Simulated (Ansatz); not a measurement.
The input, for Ansatz 0.2.0:

```yaml
crystal:
  periodic: [false, false, false]
  atoms:
    - {symbol: P, position_ang: [0.000000, 0.000000, 0.000000]}
    - {symbol: Be, position_ang: [0.000000, 0.000000, 4.337000]}
basis:
  gaussian: {orbitals: cc-pVDZ}
total_charge: 1
magnetization: {spin_polarized: true, initial_magnetization: 0}
hamiltonian: {xc: {name: B3LYP}}
```

```sh
$ ansatz run in.yaml --threads 1 --pin off --events-out ev --progress --plain --max-ram 2393MiB
```

Question: Roughly how long does this take on 1 thread of Arm Neoverse V2, shared host, and how much host memory?

Answer: 9.5 s wall and 0.14 GiB.

```
322 factors; integrals over basis functions are off by at most 2.4e-4 eV
mean field evaluation 1: about -9659.8352 eV, gradient 2.3e1 eV
mean field evaluation 2: about -9478.7622 eV, gradient 5.1e1 eV
mean field evaluation 4: about -9672.9405 eV, gradient 8.3e0 eV
mean field evaluation 8: about -9672.9404 eV, gradient 8.3e0 eV
mean field evaluation 16: about -9675.3028 eV, gradient 4.0e-1 eV
mean field evaluation 32: about -9676.7938 eV, gradient 1.3e-3 eV
mean field evaluation 64: about -9675.1174 eV, gradient 1.7e0 eV
mean field evaluation 96: about -9676.1871 eV, gradient 7.9e-1 eV
mean field evaluation 128: about -9676.3248 eV, gradient 4.4e-1 eV
mean field evaluation 160: about -9676.7911 eV, gradient 8.3e-2 eV
mean field evaluation 192: about -9676.6942 eV, gradient 1.1e0 eV
mean field evaluation 224: about -9675.1035 eV, gradient 7.6e-1 eV
mean field evaluation 256: about -9676.2103 eV, gradient 4.3e0 eV
mean field -9676.79377410 eV, -355.6156120317 hartree, gradient 2.3e-6 eV, S^2 1.574538; 21 other end points of the search recorded, 0 dependent functions left out
reference -9676.79399678 eV, -355.6156202150 hartree; 9, 9 occupied and 23, 23 virtual orbitals, 322 factors
Total energy: -9676.79399678 eV, -355.6156202150 hartree
```
